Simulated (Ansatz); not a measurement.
# Dissociation curves of CH6N+ (SMILES C[NH3+])

The species is CH6N+ (8 atoms), meant as a singlet with charge +1. As SMILES, `C[NH3+]`. The shape is that of a PBE0-D4/def2-TZVP optimisation.

```xyz
8

C    -0.2251    0.2930   -0.6634
N     0.2187   -0.2846    0.6445
H    -0.0410   -0.4408   -1.4446
H    -1.2868    0.5194   -0.5978
H     0.3456    1.1993   -0.8515
H     0.0655    0.3713    1.4139
H     1.2149   -0.5153    0.6323
H    -0.2918   -1.1423    0.8667
```

The C1–N2 distance is scanned; the parts on either side stay rigid. Basis STO-3G, 2 core orbitals frozen in the correlated methods; program Ansatz 0.2.0. FCI is exact within this basis and core. Energies in eV from each method's value at 1.497 Å; methods without a U are spin-restricted. The shape above is that at 1.497 Å.

| distance (Å) | PBE0 | CAM-B3LYP | wB97X | MP2 |
| --- | --- | --- | --- | --- |
| 1.497 | 0.00 | 0.00 | 0.00 | 0.00 |
| 1.871 | 1.17 | 1.11 | 1.17 | 1.15 |
| 2.246 | 3.23 | 3.18 | 3.29 | 3.39 |
| 2.994 | 5.81 | 5.91 | 6.09 | 6.53 |

**Question.** Estimate the FCI curve, and say how far off each method is.

**Answer.** 
```csv
distance (Å),FCI
1.497,0.00
1.871,1.06
2.246,3.16
2.994,5.85
```

Departure from the FCI curve at its largest: PBE0 +0.11 eV at 1.87 Å; CAM-B3LYP +0.06 eV at 2.99 Å; wB97X +0.24 eV at 2.99 Å; MP2 +0.68 eV at 2.99 Å. For the functionals part of the departure is owed to the small basis.
